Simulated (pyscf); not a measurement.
Single points on ωB97X-D3(BJ)/def2-SVP structures (PySCF, gas phase). MP2 and CC: frozen core, UHF for open shells. ΔMP2 is the change of the MP2 total energy from the triple- to the quadruple-zeta basis.

**Question.** `[SeH2]` + `[CH]#[CH]` → `[CH2]=[CH][SeH]`
Surface: singlet. Broken: H–Se. Formed: C–Se, C–H. Give ΔE‡ and ΔE from CCSD(T)/def2-TZVPP + ΔMP2(QZVPP), relative to the separated reactants.

**Answer.** ΔE‡ = 198.4 kJ/mol, ΔE = -147.3 kJ/mol. Zero-point energy shifts the barrier by -0.3 kJ/mol. It is an addition across a multiple bond or ene-type step, with an imaginary mode of 1184i cm⁻¹. From the product side, •HC=CH₂ + SeH• lies, by one bond made or cut, 33.4 kJ/mol under this saddle at ωB97M-D3(BJ). H₂C=CH–SeH lies 23.3 kJ/mol over its isomer cyclic C₂H₄Se (SMILES C1C[Se]1), and others may lie lower still (electronic energy, ωB97M-D3(BJ)). One saddle was located; it need not be the lowest between these sides. The CCSD(T) − MP2 part came from Ansatz, without density fitting, on the same reference. The frozen core leaves the outer d or s,p core shells of the metals and heavy elements correlated in the MP2 and CC values, and def2-TZVPP describes them poorly, which can shift differences by a few kcal/mol. Elements up to Kr have no core potential and no relativistic terms here.
